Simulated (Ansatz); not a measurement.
Reaction (homolysis of the B–B bond): `BB` → 2 `[BH2]`•

Calculated with Ansatz (gas phase, PBE0-D4/def2-TZVP geometries, no zero-point term in ΔE). CCSD(T)/CBS is the MP2 limit (def2-TZVPP, def2-QZVPP) plus CCSD(T) − MP2 in def2-TZVPP, frozen cores. This one scheme is used for every species. Open shells (•) are unrestricted, without spin–orbit coupling.

```json
{"species": "`BB`", "CCSD(T)/cc-pV(T+d)Z energy (Eh)": "-51.89696"}
{"species": "`[BH2]`•", "CCSD(T)/cc-pV(T+d)Z energy (Eh)": "-25.86304"}
```

(1) Work out ΔE.

Largest T1 diagnostic among the species: 0.012.

Results:

(1) ΔE = 2 × (-25.86304) − (-51.89696) = 0.17088 Eh = +448.6 kJ/mol. CCSD(T)/CBS gives +459.0 kJ/mol.

From BLYP to BHLYP (50 % exact exchange), in def2-TZVPP and without D4, ΔE moves by −5.3 kJ/mol: exact exchange takes away binding that semilocal exchange gives to molecules. Leaving LDA and LC-ωPBE aside and taking each functional with its dispersion term where it has one, the values, not all of them listed here, spread over 41.5 kJ/mol, from r2SCAN0-D4 to B97M-V. LDA lies +62.7 kJ/mol from PBE without D4, its usual overbinding.
